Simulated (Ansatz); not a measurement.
Mulliken charges of `N#CC(F)F` from PBE/def2-TZVPP in Ansatz (PBE0-D4/def2-TZVP geometry).

```csv
atom,x (Å),y (Å),z (Å),charge (e)
N1,1.136,-1.740,0.608,0.086
C2,0.535,-0.822,0.275,-0.281
C3,-0.237,0.381,-0.091,0.354
F4,-1.420,0.016,-0.614,-0.127
F5,0.442,1.090,-1.010,-0.127
H6,-0.413,1.010,0.786,0.093
```

Task: By hand: the dipole of these point charges (1 e Å = 4.8032 D).

Result: Σ q r = (-0.051, 0.170, 0.222) e Å, of length 0.284 e Å = 1.36 D.

Task: How does the dipole of the full density compare? (Estimate.)

Result: Computed: (-0.217, 0.429, 0.141) e Å, 2.41 D; the point charges give 0.56 times that, at 36° from its direction.

Point charges leave out the atoms' own dipoles, such as those of lone pairs, and Mulliken's split depends on the basis, so the two needn't agree.
